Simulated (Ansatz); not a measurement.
System: fcc Rh. Method: rVV10 in Ansatz (plane waves, PAW).

Run with plane-wave cutoff 520 eV, 24×24×24 k mesh, Fermi–Dirac smearing 0.05 eV, no spin polarisation, scalar-relativistic PAW data made under PBE.

Computed points:

| V (Å³/atom) | E − E_lowest (meV/atom) | P (GPa) |
|---|---|---|
| 13.578 | 44.91 | 17.64 |
| 13.867 | 19.17 | 11.04 |
| 14.156 | 4.63 | 5.20 |
| 14.445 | 0.00 | 0.04 |
| 14.734 | 4.12 | -4.52 |
| 15.022 | 15.99 | -8.56 |
| 15.311 | 34.69 | -12.11 |

Task: What bulk modulus B0 and pressure derivative B′ does a third-order Birch–Murnaghan fit give?

Result: V0 = 14.447 Å³/atom, B0 = 242 GPa, B′ = 5.2 (fit to the energies at full precision).

Measured, for comparison: bulk modulus 271 GPa (corrected for temperature and zero-point phonon effects, our sources range from 271 to 289; as tabulated in Levämäki et al. (2014), arXiv:1402.3671); equilibrium volume per atom 13.65 Å³/atom (static lattice: zero-point anharmonic expansion removed; as tabulated in Mejia-Rodriguez and Trickey (2018), arXiv:1807.09216). Computed (rounded) less measured: bulk modulus -11 % (-11 % to -16 % over the range), equilibrium volume per atom +5.9 %.

Cost on a shared machine: very roughly 60 core-seconds.

Ansatz is a program for electronic structure.
